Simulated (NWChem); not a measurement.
# C2H5O anion

```xyz
8

C      0.2257    -1.1799     0.0000
C     -0.4812     0.2089     0.0000
O      0.3469     1.2536     0.0000
H     -0.5038    -2.0172     0.0000
H      0.8706    -1.2688    -0.8915
H      0.8706    -1.2688     0.8915
H     -1.1969     0.1668     0.8918
H     -1.1969     0.1668    -0.8918
```
Atoms are numbered in this order, from 1.

Results from NWChem. Pople sets run with spherical d functions. Sets without diffuse functions describe the anion's extra electron poorly. Structure relaxed at the B3LYP/def2-SVPD level. Atomic charges in e: unrestrained fits to the electrostatic potential beside Mulliken populations; buried atoms are poorly determined by the fit.

Question: What does the run give for Hartree-Fock/6-31G*? Quantities: ESP C1; Mulliken C1; ESP C2; Mulliken C2; ESP O3; Mulliken O3; relative RMS misfit of the potential (%).

Answer: 
```json
{
 "ESP C1": "-0.08",
 "Mulliken C1": "-0.46",
 "ESP C2": "0.83",
 "Mulliken C2": "0.24",
 "ESP O3": "-1.06",
 "Mulliken O3": "-0.93",
 "relative RMS misfit of the potential (%)": "3"
}
```
